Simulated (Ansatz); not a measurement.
```yaml
crystal:
  periodic: [false, false, false]
  atoms:
    - {symbol: C, position_ang: [0.000000, 0.000000, -1.267099]}
    - {symbol: C, position_ang: [0.000000, 0.000000, 0.051641]}
    - {symbol: O, position_ang: [0.000000, 0.000000, 1.215458]}
basis:
  gaussian: {orbitals: def2-TZVP}
hamiltonian: {xc: pbe0}
relax: {f_tol: 0.004, max_steps: 80}
```

```sh
$ ansatz run in.yaml --threads 1 --pin off --events-out ev --progress --plain --max-ram 2176MiB
```

Steps of the relaxation (energy above the last step; positions in Å, forces in eV/Å):

```
3
step 1, 34.4 meV
C     0.000    0.000   -1.267    0.000    0.000   -1.880
C     0.000    0.000    0.052    0.000    0.000    1.785
O     0.000    0.000    1.215    0.000    0.000    0.095
```

```
3
step 2, 4.6 meV
C     0.000    0.000   -1.283    0.000    0.000   -0.632
C     0.000    0.000    0.059    0.000    0.000    0.766
O     0.000    0.000    1.224    0.000    0.000   -0.134
```

```
3
step 3, 0.0 meV
C     0.000    0.000   -1.291    0.000    0.000   -0.053
C     0.000    0.000    0.064    0.000    0.000    0.097
O     0.000    0.000    1.227    0.000    0.000   -0.045
```

```
3
step 4, 0.0 meV
C     0.000    0.000   -1.292    0.000    0.000   -0.002
C     0.000    0.000    0.065    0.000    0.000    0.001
O     0.000    0.000    1.227    0.000    0.000    0.001
```

Close pairs at the end: C2–O3 1.162 Å, C1–C2 1.357 Å.

A stationary point of restricted PBE0 after 4 steps (its stability towards spin polarisation wasn't tested); no frequencies were run, so it isn't proven a minimum. 5.5 s on 1 thread of Intel Xeon Platinum 8375C, shared host.
